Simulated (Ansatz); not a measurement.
**C₆H₆O: vertical ionisation energy**

The task here is to estimate one member of a computed series from the others.

The runs use Ansatz 0.2.0, Gaussian basis; unrestricted cation, the program's frozen cores in correlated methods.

Levels to be run: UKS PBE-D4/def2-TZVPP; UKS r2SCAN-D4/def2-TZVPP; UKS PBE0-D4/def2-TZVPP; UKS B3LYP-D4/def2-TZVPP; UKS wB97X-V/def2-TZVPP; UKS wB97M-V/def2-TZVPP; UKS B2PLYP/def2-TZVPP; UHF-CCSD(T)/def2-TZVPP; UHF-MP2/def2-QZVPP; extrapolation to the limit; then −ε(HOMO) from the neutral's earlier runs with LDA (SPW92), PBE-D4, revPBE-D4, BLYP-D4, r2SCAN-D4, B97M-V, PBE0-D4, B3LYP-D4, r2SCANh-D4, r2SCAN0-D4, HSE06-D4, BHLYP-D4, CAM-B3LYP-D4, LC-ωPBE, ωB97X-V, ωB97M-V.

1 further run of the same task is left out (it didn't finish).

## The geometry

All runs share one geometry, relaxed beforehand with PBE0-D4 in a triple-zeta def2 set.

SMILES `C=Cc1ccco1`, 13 atoms, charge 0, spin multiplicity 1.

Atoms are counted from 1 here; the program's logs count them from 0.

Bond lengths: C1–C2 1.332 Å, C1–H8 1.083 Å, C1–H9 1.082 Å, C2–C3 1.437 Å, C2–H10 1.086 Å, C3–C4 1.364 Å, C3–O7 1.358 Å, C4–C5 1.421 Å, C4–H11 1.078 Å, C5–C6 1.354 Å, C5–H12 1.078 Å, C6–O7 1.349 Å, C6–H13 1.077 Å. Angles: C2–C1–H8 121.5°, C2–C1–H9 120.9°, H8–C1–H9 117.6°, C1–C2–C3 125.7°, C1–C2–H10 120.0°, C3–C2–H10 114.3°, C2–C3–C4 131.7°, C2–C3–O7 118.9°, C4–C3–O7 109.4°, C3–C4–C5 106.6°, C3–C4–H11 125.8°, C5–C4–H11 127.6°, C4–C5–C6 105.8°, C4–C5–H12 127.7°, C6–C5–H12 126.4°, C5–C6–O7 110.7°, C5–C6–H13 133.2°, O7–C6–H13 116.1° and more.

The first run:

in.yaml

```yaml
crystal:
  periodic: [false, false, false]
  atoms:
    - {symbol: C, position_ang: [1.598418, 0.733385, 1.772079]}
    - {symbol: C, position_ang: [1.254144, -0.233086, 0.921911]}
    - {symbol: C, position_ang: [0.143041, -0.191294, 0.010955]}
    - {symbol: C, position_ang: [-0.316816, -1.095436, -0.901028]}
    - {symbol: C, position_ang: [-1.454659, -0.508116, -1.518199]}
    - {symbol: C, position_ang: [-1.603541, 0.706819, -0.938250]}
    - {symbol: O, position_ang: [-0.645413, 0.913564, -0.011540]}
    - {symbol: H, position_ang: [1.036936, 1.657691, 1.835912]}
    - {symbol: H, position_ang: [2.453288, 0.619923, 2.426045]}
    - {symbol: H, position_ang: [1.834103, -1.149910, 0.878487]}
    - {symbol: H, position_ang: [0.113225, -2.064028, -1.101124]}
    - {symbol: H, position_ang: [-2.078852, -0.930558, -2.288950]}
    - {symbol: H, position_ang: [-2.313273, 1.506345, -1.071597]}
basis:
  gaussian: {orbitals: def2-TZVPP}
total_charge: 1
magnetization: {spin_polarized: true, initial_magnetization: 1}
hamiltonian: {xc: pbe, dispersion: d4}
```

Among the steps run: Cation, UKS PBE-D4/def2-TZVPP; Cation, UKS r2SCAN-D4/def2-TZVPP; Cation, UKS PBE0-D4/def2-TZVPP; Cation, UKS B3LYP-D4/def2-TZVPP; Cation, UKS wB97X-V/def2-TZVPP; Cation, UKS wB97M-V/def2-TZVPP; Cation, UKS B2PLYP (frozen core)/def2-TZVPP; Cation, UHF-CCSD(T)/def2-TZVPP; Cation, UHF-MP2/def2-QZVPP.

One of the session's tables, all rows but one given; the rest of the session is left out.

For comparison, −ε(HOMO) of the neutral from earlier runs:

```
  functional  −ε(HOMO) (eV)
 LDA (SPW92)           5.45
      PBE-D4              ?
   revPBE-D4           5.16
     BLYP-D4           5.06
   r2SCAN-D4           5.35
      B97M-V           5.32
     PBE0-D4           6.14
    B3LYP-D4           5.95
  r2SCANh-D4           5.70
  r2SCAN0-D4           6.23
    HSE06-D4           5.75
    BHLYP-D4           6.89
CAM-B3LYP-D4           7.33
     LC-ωPBE           8.61
     ωB97X-V           8.24
     ωB97M-V           8.16
```

Q: Estimate the row for PBE-D4 from the others.

The run gave: −ε(HOMO) (eV): 5.23. In the column «−ε(HOMO) (eV)» it lies between revPBE-D4 (5.16) and B97M-V (5.32).
